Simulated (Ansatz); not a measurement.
Species, as SMILES: OCl (OH-Cl).
Atoms: O1, H2, Cl3. Bonds: O1-H2, O1-Cl3.

Basis-set convergence of the lowest harmonic wavenumber at HF with Ansatz (a first-principles code). Each level at its own minimum, finite differences of forces, unscaled; the reference is a large set that could be run, not a limit. Cartesian d functions, on some or all atoms, in 6-31G**, 6-31+G*, 6-311G**, 6-311+G**; all else is spherical. The program fits the integrals of some runs and decomposes those of others, by size. No added dispersion term, no relativity. Reference: the value in aug-pcseg-2, 870 cm⁻¹.

```csv
basis,functions,lowest harmonic wavenumber (cm⁻¹)
6-31G**,39,852
6-31+G*,44,852
6-311G**,51,(withheld)
def2-SVPD,58,(withheld)
6-311+G**,59,(withheld)
"6-311++G(2d,2p)",72,(withheld)
def2-TZVPP,87,869
def2-TZVPD,95,870
"6-311++G(3df,3pd)",104,868
```

### Question
Fill in the missing entries.

### Answer

- 6-311G**, lowest harmonic wavenumber (cm⁻¹): 834
- def2-SVPD, lowest harmonic wavenumber (cm⁻¹): 847
- 6-311+G**, lowest harmonic wavenumber (cm⁻¹): 842
- 6-311++G(2d,2p), lowest harmonic wavenumber (cm⁻¹): 840
